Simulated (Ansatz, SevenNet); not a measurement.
Elastic constant C12 (GPa) of solids drawn from the class of halides, at two levels: the machine-learned potential SevenNet-0 (trained on PBE and PBE+U data), and PBE (Ansatz, a quantum-chemistry and plane-wave program, PAW).

```csv
solid,SevenNet-0,PBE,shift (%)
CsCl-type TlCl,15.9,13.2,-17.0
fluorite CdF2,58.9,58.3,-1.0
cubic perovskite KMgF3,41.0,38.7,-5.6
fluorite SrCl2,20.0,17.1,-14.5
rock-salt AgCl,38.5,36.7,-4.7
cubic perovskite KZnF3,45.1,47.1,+4.4
CsCl-type TlBr,12.0,11.7,-2.5
rock-salt AgBr,42.2,31.8,-25
```

The shifts run from -25 % to +4.4 %, with a median of -5.1 %.

Over all 8 rows PBE is the larger in 1.

Ansatz's runs of these crystals have no spin polarisation.

Spin–orbit coupling is left out, also for the solids with elements from indium on (CsCl-type TlCl, CsCl-type TlBr); its size isn't shown.

Each level is taken at its own relaxed cell. Ansatz's density-functional and Hartree–Fock values are scalar-relativistic unless marked +SOC, with PAW data made under PBE.
